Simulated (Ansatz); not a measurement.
Results of PBE (Ansatz, a quantum-chemistry and plane-wave program, PAW) for corundum Cr₂O₃.

Run with plane-wave cutoff 500 eV, 10×10×10 k mesh, Fermi–Dirac smearing 0.05 eV, magnetic order afm+-+-, spin-polarised with opposed moments, scalar-relativistic PAW data made under PBE.

Computed at the level's own relaxed cell.

Q: Predict the volume per atom, magnetic moment (largest site, within a sphere) and band gap.

A: 
volume per atom: 9.72 Å³/atom
magnetic moment (largest site, within a sphere): 2.23 μB
band gap: 1.61 eV (on the SCF k mesh)

Measured, for comparison: band gap 3.3 ± 0.1 eV (temperature not stated, no zero-point or thermal correction, middle of the range; as tabulated in Medasani et al. (2019), arXiv:1904.04625); equilibrium volume per atom 9.64 Å³/atom (temperature not stated, no zero-point or thermal correction; as tabulated in Sawada, Mater. Res. Bull. 29, 239 (1994) (COD 9015000)). Computed (rounded) less measured: band gap -1.69 eV, equilibrium volume per atom +0.8 %.

Moments are spin moments.

The computed numbers hold no vibrational or temperature effects.

Computing time: roughly 19 core-minutes.
